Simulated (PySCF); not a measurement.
Structure problem from calculated spectra and properties.

Formula: C2H2FN.

| Quantity | Value |
| --- | --- |
| Rotational structure | rotational constants A, B, C: 37.218, 4.808, 4.376 GHz [PBE0-D3(BJ)/def2-TZVP] |
| 1H NMR | chemical shifts (computed TMS as zero) by class: 4.90 (2 H) ppm [GIAO B97-2/pcSseg-2] |
| NMR, other nuclei | isotropic shieldings of nuclei other than C and H, by class: -47 (1 N), 429 (1 F) ppm [GIAO B97-2/pcSseg-2] |
| Dipole | 3.26 D [B97-2/pcSseg-2] |
| 13C NMR | chemical shifts (computed TMS as zero) by class: 120.3 (1 C), 70.4 (1 C) ppm [GIAO B97-2/pcSseg-2] |
| Couplings | largest of the computed one-bond spin–spin couplings (means over like bonds): 19F–13C -247.4, 13C–1H +163.3 (×2), 13C–13C +71.7, 15N–13C -18.3 Hz [B3LYP/pcJ-2] |

Electronic properties: PySCF, gas phase, density fitting. Levels stand in brackets. Isolated species at its PBE0-D3(BJ)/def2-TZVP geometry, gas phase. NMR classes are plain means over equivalent atoms (diastereotopic ones count apart unless rotation or inversion swaps them), as if these changed places fast.

Question: Give a SMILES that accounts for the data.

Answer: Numbering: `[N:1]#[C:2][CH2:3][F:4]`. Its formula, C2H2FN, gives 2 degrees of unsaturation: 0 rings and 2 π bonds in the structure found. 2 carbons fall into 2 classes; from least to most shielded: nitrile carbon [C2] (120.3 ppm), sp3 C–F carbon [C3] (70.4 ppm). All hydrogens form one class (4.90 ppm): methylene hydrogen. The other shieldings belong to: -47 ppm, nitrile nitrogen [N1]; 429 ppm, alkyl fluorine [F4]. The couplings run between: -247.4 Hz, alkyl fluorine [F4] and sp3 C–F carbon [C3]; +163.3 Hz, sp3 C–F carbon [C3] and its hydrogen (with 1 like pair); +71.7 Hz, nitrile carbon [C2] and sp3 C–F carbon [C3]; -18.3 Hz, nitrile nitrogen [N1] and nitrile carbon [C2]. The optimised geometry has point group Cs and is an asymmetric top. Structure: fluoroacetonitrile (`N#CCF`). The assignments are read from this structure; whether some other isomer fits the data as well wasn't checked.
